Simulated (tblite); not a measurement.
Species: C4H5S (doublet state).
SMILES with atom numbers: `[CH3:1][C:2]#[C:3][CH2:4][S:5]` (hydrogens: H6, H7, H8 on C1; H9, H10 on C4)

Computed geometry: GFN2-xTB, gas phase. This method treats the open shell by occupation alone, without spin polarisation.

(1) List the bond lengths and angles at this level.

## Answers

(1) 
```
               bond  length (bohr)   order
              C1–C2          2.729  single
              C2≡C3          2.268  triple
              C3–C4          2.721  single
              C4–S5          3.429  single
C1–H6, C1–H7, C1–H8          2.059  single
      C4–H9, C4–H10          2.066  single
```

Bonds in one row agree within 0.02 bohr and their mean is given. Orders are formal, as drawn. A selection of angles:
```
    angle  degrees
 C2–C1–H6    110.0
 H6–C1–H7    108.9
 C1–C2–C3    177.7
 C2–C3–C4    176.3
 C3–C4–S5    111.5
 C3–C4–H9    110.8
 S5–C4–H9    106.9
H9–C4–H10    109.3
```

The C–C distances run from 1.200 Å (C2≡C3, drawn triple) to 1.444 Å (C1–C2, drawn single), a spread of 0.244 Å. The 5 heavy atoms lie in one plane (0.003 Å rms).

Its lowest GFN2-xTB frequency is 14i cm⁻¹, too small to tell a flat minimum from a shallow saddle.
